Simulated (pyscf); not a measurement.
This saddle point was located with ωB97X-D3(BJ)/def2-SVP in PySCF.

```
Cd
C 1 2.1034
H 2 1.0998 1 111.02
H 2 1.0999 3 108.84 1 122.20
H 2 1.1009 3 108.28 4 117.34
H 1 1.8250 5 155.72 2 169.24
H 6 1.0870 1 81.92 5 -75.13
C 6 1.5214 7 172.46 1 0.68
H 8 1.1033 6 122.77 7 -77.63
H 8 1.1034 9 109.00 6 -156.01
H 8 1.1046 9 106.68 10 -114.73
```
Charge 0, spin multiplicity 1.

Surface: singlet, charge 0. Lowest wavenumbers (cm⁻¹): 1737i, 11, 109, 119, 212.

### Question
Which two sides does it connect, and which bonds change?

### Answer
H₃C–Cd–CH₃ + H₂ ⇌ H₃C–CdH + CH₄, a four-centre exchange read from left to right: C–Cd, H–H broken and Cd–H, C–H formed. At ωB97M-D3(BJ)/def2-TZVP it lies +194.8 kJ/mol from the left side and +252.4 kJ/mol from the right (each side as separated species at their lowest minima found). At the saddle there is also a short Cd–H contact that neither side keeps. This is the saddle that the search found; another between the same sides may lie lower. Elements past Kr carry the def2 core potentials, without spin-orbit coupling.
